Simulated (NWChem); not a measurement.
System meant: CH₃, doublet; SMILES [CH3]

Here is an NWChem input.

```
start job
memory heap 200 mb stack 900 mb global 1100 mb
geometry units angstroms noautoz
  C      0.000000     0.000000     0.000000
  H     -0.770946    -0.770946     0.000000
  H     -0.282186     1.053132     0.000000
  H      1.053132    -0.282186     0.000000
end
basis spherical
  * library def2-svp
end
dft
  odft
  mult 2
  xc b3lyp
  iterations 4
  mulliken
end
task dft energy
```

End of the output:

```
     --------------------------
     Expectation value of S2:
     --------------------------
      <S2> =      0.7535 (Exact =     0.7500)

 center of mass
 --------------
 x =   0.00000000 y =  -0.00000000 z =   0.00000000

 moments of inertia (a.u.)
 ------------------
           6.417296253615           0.000000000000           0.000000000000
           0.000000000000           6.417296253615           0.000000000000
           0.000000000000           0.000000000000          12.834592507230

     Multipole analysis of the density
     ---------------------------------

     L   x y z        total         alpha         beta         nuclear
     -   - - -        -----         -----         ----         -------
     0   0 0 0     -0.000000     -5.000000     -4.000000      9.000000

     1   1 0 0     -0.000000     -0.000000     -0.000000      0.000000
     1   0 1 0     -0.000000      0.000000     -0.000000     -0.000000
     1   0 0 1     -0.000000     -0.000000      0.000000      0.000000

     2   2 0 0     -5.309972     -6.130388     -5.547054      6.367471
     2   1 1 0     -0.000000      0.000000      0.000000     -0.000000
     2   1 0 1     -0.000000     -0.000000      0.000000      0.000000
     2   0 2 0     -5.309972     -6.130388     -5.547054      6.367471
     2   0 1 1     -0.000000      0.000000     -0.000000      0.000000
     2   0 0 2     -6.456205     -4.415608     -2.040597      0.000000

 ------------------------------------------------------------------------
 dft energy failed                                                                                  0
 ------------------------------------------------------------------------
 ------------------------------------------------------------------------
  current input line :
    19: task dft energy
 ------------------------------------------------------------------------
 ------------------------------------------------------------------------
 This type of error is most commonly associated with calculations not reaching convergence criteria
 ------------------------------------------------------------------------
 For more information see the NWChem manual at https://nwchemgit.github.io

0:dft energy failed:Received an Error in Communication
```

**Question.** Can this run be used? If not, why, and what is the fix?

**Answer.** Convergence was not reached. Cause: the SCF was allowed too few iterations. This input runs:
```
start job
memory heap 200 mb stack 900 mb global 1100 mb
geometry units angstroms noautoz
  C      0.000000     0.000000     0.000000
  H     -0.770946    -0.770946     0.000000
  H     -0.282186     1.053132     0.000000
  H      1.053132    -0.282186     0.000000
end
basis spherical
  C library def2-svp
  H library def2-svp
end
dft
  odft
  mult 2
  xc b3lyp
  iterations 150
  mulliken
end
task dft energy
```
It converges to -39.80941 Ha (B3LYP/def2-SVP, spin-unrestricted).
